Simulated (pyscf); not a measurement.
Thermochemistry of product channels of H₃C–Zn–SH (SMILES [CH3][Zn][SH]) + H₂Se (SMILES [SeH2]) on the singlet surface, in kcal/mol, from ωB97M-D3(BJ)/def2-TZVP energies (ideal gas, 1 atm, RRHO with modes under 100 cm⁻¹ raised to 100, one conformer, R ln 2 for chiral ones without a mode under 150 cm⁻¹). Structures and frequencies: ωB97X-D3(BJ)/def2-SVP in PySCF.

```tsv
products	ΔE	ΔH(298 K)	ΔG(298 K)	ΔG(600 K)
CH₄ (SMILES C) + HS–Zn–SeH (SMILES [SH][Zn][SeH])	-30.4	-28.1	-26.9	-25.6
H₃C–Zn–SeH (SMILES [CH3][Zn][SeH]) + H₂S (SMILES S)	(withheld)	-3.2	-3.1	-3.1
```

### Question
Some entries are withheld; supply them.

### Answer

- H₃C–Zn–SeH (SMILES [CH3][Zn][SeH]) + H₂S (SMILES S), ΔE: -3.6

These are energies of the channels, which say nothing of barriers. Elements up to Kr have no core potential and no relativistic terms here.
